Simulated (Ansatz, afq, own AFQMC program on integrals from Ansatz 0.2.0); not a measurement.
# B$_{2}$H$_{2}$, triplet in 6-31G, levels against full CI

```xyz
4

B     0.0000    0.0000    0.7529
B     0.0000    0.0000   -1.0096
H     0.0000    1.0240    1.3765
H     0.0000   -1.0240    1.3765
```

Connectivity, by distances: BH2–B.

Basis 6-31G. Noble-gas cores (and the filled d shells of Ga–Kr and In–Xe) are frozen. AFQMC by an in-house program on the Cholesky factors that Ansatz 0.2.0 writes for its CCSD(T) run. ph-AFQMC/CISD is guided by a CISD state made of CCSD amplitudes; releasing the constraint for a short imaginary time cuts its bias at the price of noise, slowly where states lie close. Error bars are statistical, one sigma.

Determinant: UHF, the one that the program's search chose, which needn't be the lowest solution. The geometry is a PBE0/def2-TZVP stationary point of this or a neighbouring charge and spin state.

Full CI on the same integrals is exact in this basis and with this determinant's frozen core.

```
T1 diagnostic                               : 0.0362
weight of the determinant in the CISD state : 0.904
⟨S²⟩ of the determinant                     : 2.002
size of the correlated space                : 8 electrons in 20 orbitals
```

Reference: full CI, correlation energy -2.862 eV. The released energy is read at 2.40 1/Eh (meV from the phaseless value at times in 1/Eh: -6 ± 6 at 0.24, -4 ± 5 at 0.51, -13 ± 5 at 0.99, -14 ± 6 at 1.62, -9 ± 6 at 2.40).

```
         level  E − E(reference) (meV)  share of correlation (%)
            HF                  2862.1                      0.00
           MP2                   846.1                     70.44
          CCSD                   109.3                     96.18
       CCSD(T)                    34.4                     98.80
         CCSDT                     4.0                     99.86
      CCSDT(Q)                     0.9                     99.97
 ph-AFQMC/CISD              14.7 ± 4.2                     99.49
released AFQMC               5.8 ± 5.7                     99.80
```

CCSDT and higher add their correlation energy to the determinant of the CCSD(T) run, since their own runs factorise the integrals more tightly (a shift of under 2 meV). A walk keeps the symmetry of its determinant, which the program's search chose and which needn't be the lowest solution, so a lower state of the same spin and another symmetry isn't excluded. Released energies are given only where the last usable release times agree within the noise; a slower fall can still hide under it.
